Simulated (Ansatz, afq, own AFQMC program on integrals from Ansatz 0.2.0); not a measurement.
**AlH2⁺, quintet: AFQMC among the cluster methods**

```yaml
atoms:
  - { symbol: Al, position_ang: [0.0000, 0.0000, -0.1021] }
  - { symbol: H, position_ang: [0.0000, 0.8996, 1.3665] }
  - { symbol: H, position_ang: [0.0000, -0.8996, 1.3665] }
```

Basis cc-pVDZ. Only valence electrons are correlated. Ansatz 0.2.0 and our own AFQMC program on the same integrals; the CISD trial comes from CCSD amplitudes, and released means the phaseless constraint is let go. Uncertainties: one standard error, sampling alone.

Determinant: UHF, the one that the program's search chose, which needn't be the lowest solution. The geometry is a PBE0/def2-TZVP stationary point of this or a neighbouring charge and spin state.

Full CI on the same integrals is exact in this basis and with this determinant's frozen core.

Cautions: another spin lies lower (by 6.52 eV).

```
T1 diagnostic                               : 0.0071
weight of the determinant in the CISD state : 0.988
⟨S²⟩ of the determinant                     : 6.000
size of the correlated space                : 4 electrons in 23 orbitals
```

Reference: full CI, correlation energy -0.315 eV. The released energy is read at 2.40 1/Eh (meV from the phaseless value at times in 1/Eh: 0.1 ± 0.3 at 0.24, 0.19 ± 0.22 at 0.51, 0.11 ± 0.17 at 0.99, 0.14 ± 0.20 at 1.62, 0.04 ± 0.19 at 2.40).

```tsv
level	E − E(reference) (kJ/mol)	share of correlation (%)
HF	30.3	0.00
MP2	11.0	63.67
CCSD	0.2	99.23
CCSD(T)	0.1	99.76
CCSDT	0.0	99.99
CCSDT(Q)	0.0	99.99
ph-AFQMC/CISD	0.0 ± 0.02	100.02
released AFQMC	0.0 ± 0.02	100.00
```

CCSDT and higher add their correlation energy to the determinant of the CCSD(T) run, since their own runs factorise the integrals more tightly (a shift of under 2 meV). A walk keeps the symmetry of its determinant, which the program's search chose and which needn't be the lowest solution, so a lower state of the same spin and another symmetry isn't excluded. Released energies are given only where the last usable release times agree within the noise; a slower fall can still hide under it.
